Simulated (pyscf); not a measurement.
Homolytic dissociation enthalpies at 298 K of Ge–H, H–Si, H–Sn bonds in 8 gas-phase molecules, in kcal/mol. Optimised with ωB97X-D3(BJ)/def2-SVP in PySCF. MP2 and CC: frozen core, UHF for open shells. ΔMP2 is the change of the MP2 total energy from the triple- to the quadruple-zeta basis. Both columns use the same structures and thermal terms. Rows were drawn at random from the closed-shell molecules with such a bond whose radicals are computed, keep their shape and have no isomer in the data more than 5 kcal/mol lower.

```json
[
 {"row": "1", "molecule": "H₂N–SiH₂–Cl", "radicals": "H₂N–SiH•–Cl + H•", "r²SCAN/def2-TZVP": "87.8", "CCSD(T)/def2-TZVPP + ΔMP2(QZVPP)": "93.5"},
 {"row": "2", "molecule": "HO–SiH(Cl)–Cl", "radicals": "HO–Si•(Cl)–Cl + H•", "r²SCAN/def2-TZVP": "89.0", "CCSD(T)/def2-TZVPP + ΔMP2(QZVPP)": "95.1"},
 {"row": "3", "molecule": "HO–GeH₂–Cl", "radicals": "HO–GeH•–Cl + H•", "r²SCAN/def2-TZVP": "78.0", "CCSD(T)/def2-TZVPP + ΔMP2(QZVPP)": "?"},
 {"row": "4", "molecule": "H₂N–GeH₂–F", "radicals": "H₂N–GeH•–F + H•", "r²SCAN/def2-TZVP": "80.1", "CCSD(T)/def2-TZVPP + ΔMP2(QZVPP)": "87.0"},
 {"row": "5", "molecule": "Cl–SnH₂–Cl", "radicals": "Cl–SnH•–Cl + H•", "r²SCAN/def2-TZVP": "67.4", "CCSD(T)/def2-TZVPP + ΔMP2(QZVPP)": "73.7"},
 {"row": "6", "molecule": "H₃C–SnH₃", "radicals": "H₃C–SnH₂• + H•", "r²SCAN/def2-TZVP": "73.0", "CCSD(T)/def2-TZVPP + ΔMP2(QZVPP)": "77.5"},
 {"row": "7", "molecule": "H₃C–GeH₃", "radicals": "H₃C–GeH₂• + H•", "r²SCAN/def2-TZVP": "82.4", "CCSD(T)/def2-TZVPP + ΔMP2(QZVPP)": "86.6"},
 {"row": "8", "molecule": "H₃Si–GeH₂–Cl", "radicals": "H₃Si–GeH•–Cl + H•", "r²SCAN/def2-TZVP": "77.3", "CCSD(T)/def2-TZVPP + ΔMP2(QZVPP)": "82.3"}
]
```

**Question.** Fit a line that carries the r²SCAN values to the last column and predict row 3.

**Answer.** In the 7 complete rows the last column lies 4.2 to 6.9 kcal/mol from r²SCAN (mean 5.5, median 5.7). Least squares gives y = 4.7 + 1.01·x with residuals of 0.9 kcal/mol (root mean square). For row 3: 4.7 + 1.01 × 78.0 = 83.5 kcal/mol. The computed value is 84.4 kcal/mol, 0.9 over the line. The CCSD(T) − MP2 part came from Ansatz, without density fitting, on the same reference. The frozen core leaves the outer d or s,p core shells of the metals and heavy elements correlated in the MP2 and CC values, and def2-TZVPP describes them poorly, which can shift differences by a few kcal/mol. Elements up to Kr have no core potential and no relativistic terms here. Elements past Kr carry the def2 core potentials, without spin-orbit coupling.
